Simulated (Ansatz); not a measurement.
hcp Sc, relaxed in Ansatz (plane waves) with several semilocal functionals. Each gives its own volume and its own elastic constant C11:

```
level   V0 (Å³/atom)  elastic constant C11 (GPa)   ln V0  ln C11
------  ------------  --------------------------  ------  ------
LDA           22.534                       113.7  3.1150  4.7336
PBEsol        23.649                       106.7  3.1633  4.6700
r²SCAN        24.916                       99.64  3.2155  4.6016
```

Task: Fit a straight line to ln C11 against ln V0. What does it predict for PBE, whose volume is 24.648 Å³/atom?

Result: With x = ln V0 and y = ln C11: means 3.16460 and 4.66840; Σ(Δx Δy) = -0.006636, Σ(Δx²) = 0.005053, so the slope is -1.31. At x = 3.2047 the line gives y = 4.66840 + (-1.31) × (3.2047 − 3.16460) = 4.6159, or 101.1 GPa. The run with PBE gives 100.8 GPa, -0.3 % from the line. The rows used scatter about it by up to 0.0 %, while the largest value lies 14 % above the smallest.

Measured: 99 GPa (measured, temperature not stated, no zero-point or thermal correction; as tabulated in Mehl and Papaconstantopoulos (1996), arXiv:mtrl-th/9602003).

The crystal itself was run without spin with r²SCAN; a magnetic state was not tried in these runs.

Ansatz's density-functional and Hartree–Fock values are scalar-relativistic unless marked +SOC, with PAW data made under PBE.

Ansatz is a quantum-chemistry and plane-wave program.
